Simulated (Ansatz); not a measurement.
Input file:

```yaml
crystal:
  periodic: [false, false, false]
  atoms:
    - {symbol: Ga, position_ang: [-0.002865, 0.338052, 1.508986]}
    - {symbol: Al, position_ang: [-0.021111, -1.723333, 0.000000]}
    - {symbol: Ga, position_ang: [-0.002865, 0.338052, -1.508986]}
    - {symbol: H, position_ang: [0.961481, -0.636716, 0.000000]}
basis:
  gaussian: {orbitals: cc-pVDZ}
magnetization: {spin_polarized: false, initial_magnetization: 2}
correlation: {method: bccd, electrons: outside_noble_gas}
```

```sh
$ ansatz run in.yaml --threads 1 --pin off --events-out ev --progress --plain --max-ram 2393MiB
```

Output:

```
872 factors; integrals over basis functions are off by at most 7.1e-4 eV
mean field evaluation 1: about -111262.7864 eV, gradient 8.3e0 eV
mean field evaluation 2: about -111262.7938 eV, gradient 8.3e0 eV
mean field evaluation 4: about -111263.3517 eV, gradient 1.4e0 eV
mean field evaluation 8: about -111263.3882 eV, gradient 1.8e-2 eV
mean field evaluation 16: about -111263.3442 eV, gradient 1.4e0 eV
mean field evaluation 32: about -111263.3882 eV, gradient 1.4e-5 eV
mean field evaluation 64: about -111263.3836 eV, gradient 4.4e-1 eV
mean field evaluation 96: about -111262.7946 eV, gradient 2.5e-2 eV
mean field evaluation 128: about -111262.3952 eV, gradient 2.5e0 eV
mean field evaluation 160: about -111260.9912 eV, gradient 6.0e-3 eV
...
cycle   4  -5.49891576 eV  change    1.4e-3 eV  update   1.8e-3
cycle   5  -5.49934753 eV  change   -4.3e-4 eV  update   1.0e-3
cycle   6  -5.49932177 eV  change    2.6e-5 eV  update   5.4e-4
cycle   7  -5.49935659 eV  change   -3.5e-5 eV  update   2.5e-4
cycle   8  -5.49938932 eV  change   -3.3e-5 eV  update   1.3e-4
cycle   9  -5.49939526 eV  change   -5.9e-6 eV  update   7.2e-5
cycle  10  -5.49940138 eV  change   -6.1e-6 eV  update   4.3e-5
cycle  11  -5.49940502 eV  change   -3.6e-6 eV  update   2.6e-5
cycle  12  -5.49940495 eV  change    7.0e-8 eV  update   1.5e-5
cycle  13  -5.49940334 eV  change    1.6e-6 eV  update   7.3e-6
Total energy: -111268.88760542 eV, -4089.0561987382 hartree
```

Ran on 1 thread of AMD EPYC 7R43, shared host: 55 s wall, 0.28 GiB peak host memory.
